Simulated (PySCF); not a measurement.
# Silicon: a sound run and one with changed settings

Sound run: Si [Ne] 3s2 3p2, Si⁺ [Ne] 3s2 3p1. All numbers are calculated (PySCF 2.14, scalar relativity by spin-free X2C-1e, in cc-pVTZ-DK (5s4p2d1f, 34 functions)). The sound run starts from symmetry-adapted Hartree-Fock orbitals and uses a fine grid where one is needed.

Changed run: radial step 0.3 in ln r (0.13 in the sound run). This setting is unsound on purpose.

```
species  method  sound run (hartree)  changed run (hartree)  converged
     Si     UHF           -289.45898             -289.45898        yes
     Si    BP86           -290.01143             -290.01158        yes
     Si     LDA           -288.81004             -288.81001        yes
    Si⁺     UHF           -289.17859             -289.17859        yes
    Si⁺    BP86           -289.70843             -289.70854        yes
    Si⁺     LDA           -288.50784             -288.50781        yes
```

Ionisation energy of Si:

| method | sound run (eV) | changed run (eV) |
| --- | --- | --- |
| UHF | 7.630 | 7.630 |
| BP86 | 8.245 | 8.246 |
| LDA | 8.223 | 8.223 |

A coarse radial grid mis-integrates the density and the exchange-correlation energy, with errors of either sign; Hartree-Fock needs no grid.

For comparison, NIST gives 8.152 eV between the lowest levels.
